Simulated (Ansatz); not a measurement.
## Active spaces for C₃H₂S, triplet

Program: Ansatz, Gaussian basis, development build; CASPT2, NEVPT3, NEVPT4(SD) by development code. Basis cc-pVDZ on C/H, cc-pV(D+d)Z on S, nonrelativistic, 8 orbitals frozen in the corrections. State-specific CASSCF; RHF is the lowest restricted (open-shell) Hartree–Fock solution met. Letters tell apart solutions met in one space. No symmetry is imposed, so a solution can break that of the shape. The lowest solution met needn't be the lowest there is, nor hold the orbitals that a chemist would pick.

Geometry:

```xyz
6

C     0.0000    0.0000   -0.1952
C     0.0000    0.6696   -1.4557
C     0.0000   -0.6696   -1.4557
S     0.0000    0.0000    1.4196
H     0.0000    1.5825   -2.0369
H     0.0000   -1.5825   -2.0369
```

CASSCF less RHF, in eV, and natural occupations:

```
    CAS  CASSCF                   occupations
(6,5) a  -0.754  2.00, 1.93, 1.00, 0.99, 0.09
(6,5) b  -0.722  2.00, 1.92, 1.00, 0.99, 0.09
```

(1) What totals less RHF do the corrections give on each solution?

(2) Roughly how much CPU time does a whole run from the default start take (median of such runs, summed over threads; nearly all runs on one pinned thread of a shared server, mostly Xeon at 2.3 to 2.6 GHz, by a development driver)?

Results:

(1) 

```tsv
CAS	SC-NEVPT2	FIC-NEVPT2	NEVPT3	NEVPT4(SD)	CASPT2 (IPEA 0)
(6,5) a	-13.313	-13.339	-14.082	-14.580	-13.643
(6,5) b	-13.309	-13.337	-14.055	-14.553	-13.648
```

(2) CAS(6,5) a: about 11 s. Other jobs ran beside these, and the count of passes differs.
